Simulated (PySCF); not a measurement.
All values below come from PySCF with PBE-D3(BJ)/def2-TZVP // B3LYP-D3(BJ)/def2-TZVP. Isolated molecules, 0 K electronic values unless said otherwise. 

Reference species (SMILES): `C` (neutral, multiplicity 1).

| Property | Result |
|---|---|
| HOMO | -9.44 eV |

Changed species: `ClC(Cl)Cl` (3 of 4 H replaced by Cl; the reference has 0 of 4 H replaced by Cl).

**Question.** Give the shifts of the HOMO.

**Answer.** the HOMO increases by 2.00 eV, to -7.44 eV.
